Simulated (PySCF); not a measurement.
A side-by-side comparison of computed properties.

First species: C₃H₃F₃.
Atom-mapped SMILES: `[CH2:1]=[CH:2][C:3]([F:4])([F:5])[F:6]` (hydrogens: H7, H8 on C1; H9 on C2)

Second species: (chloromethyl)cyclopropane, C4H7Cl.
SMILES with atom numbers: `[Cl:1][CH2:2][CH:3]1[CH2:4][CH2:5]1` (hydrogens: H6, H7 on C2; H8 on C3; H9, H10 on C4; H11, H12 on C5)

Levels: PBE0/pcSseg-1 for dipole moment, HOMO energy, LUMO energy and HOMO–LUMO gap; GFN2-xTB for rotational constant A and rotational constant C. Geometries: GFN2-xTB. Each species is one conformer at its optimised geometry, gas phase, non-relativistic unless stated; the electronic structure was computed with PySCF and density fitting.

Dipoles, sizes and rotational constants follow the conformer. The torsions of the flexible species, by atom-mapped SMILES:
- `[CH2:1]=[CH:2][C:3]([F:4])([F:5])[F:6]`: C1–C2–C3–F4 0°
- `[Cl:1][CH2:2][CH:3]1[CH2:4][CH2:5]1`: Cl1–C2–C3–C4 151°

Values for the first species:

| Item | Value |
| --- | --- |
| Dipole moment | 2.51 D |
| HOMO energy | -8.88 eV |
| LUMO energy | -0.82 eV |
| HOMO–LUMO gap | 8.06 eV |
| Rotational constant A | 5.479 GHz |
| Rotational constant C | 2.867 GHz |

(1) Estimate the same properties for the second species, and the change in each.

## Answers

(1) 
```tsv
property	first	second	second less first
dipole moment	2.51 D	2.24 D	-0.27 D
HOMO energy	-8.88 eV	-8.18 eV	+0.70 eV
LUMO energy	-0.82 eV	0.94 eV	+1.76 eV
HOMO–LUMO gap	8.06 eV	9.12 eV	+1.06 eV
rotational constant A	5.479 GHz	11.781 GHz	+6.302 GHz
rotational constant C	2.867 GHz	1.901 GHz	-0.966 GHz
```

On the first: The dipole matches unit charges of opposite sign 0.52 Å apart (1 e·Å = 4.8032 D).

On the second: The dipole matches unit charges of opposite sign 0.47 Å apart (1 e·Å = 4.8032 D). A dipole of 2.24 D is allowed in C1, and pure rotational transitions are dipole-allowed.
